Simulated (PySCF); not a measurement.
**BH: calculation against experiment**

**Experimental background.**

From NIST CCCBDB Release 22 (SRD 101), experimental dipoles, for the gas: dipole moment 1.27 ± 0.21 D.

From Liu, Meijer, Perez-Rios, Phys. Chem. Chem. Phys. 22 (2020) 24191, for the gas: dipole moment 1.27 D.

How close the calculation comes is told at the end.

BH (singlet state).
Numbering: `[BH:1]` (hydrogens: H2 on B1)

Cartesian coordinates in Å at the PBE0-D3(BJ)/def2-SVP level; atoms count from 1:
```xyz
2
BH angstrom
B      0.6237   -0.0007   -0.0011
H     -0.6286    0.0072   -0.0105
```

Runs made with PySCF (gas phase, on this PBE0-D3(BJ)/def2-SVP geometry; no spin–orbit coupling):

```csv
level,job,basis functions,wall time
"PBE0-D3(BJ)/def2-SVP, grid level 1",geometry optimisation from a GFN2-xTB start,19,0.76 s
```

Hardware: one thread, Arm Neoverse V1 (aarch64), on a shared host.

Results beside the measurements:

**Dipole moment.** Measured: 1.27 D (NIST CCCBDB Release 22 (SRD 101), experimental dipoles) and 1.27 D (Liu, Meijer, Perez-Rios, Phys. Chem. Chem. Phys. 22 (2020) 24191). Differences are taken against the first.

| level | computed (D) | computed − measured (D) | % (from the printed values) |
| --- | --- | --- | --- |
| PBE0-D3(BJ)/def2-SVP | 1.60 | +0.33 | +26 |

The computed dipoles belong to one fixed geometry; measured ones are averaged over vibrations unless marked μe. Magnitudes are compared, not signs.

No measured geometry was used, and the causes of the misses weren't examined.
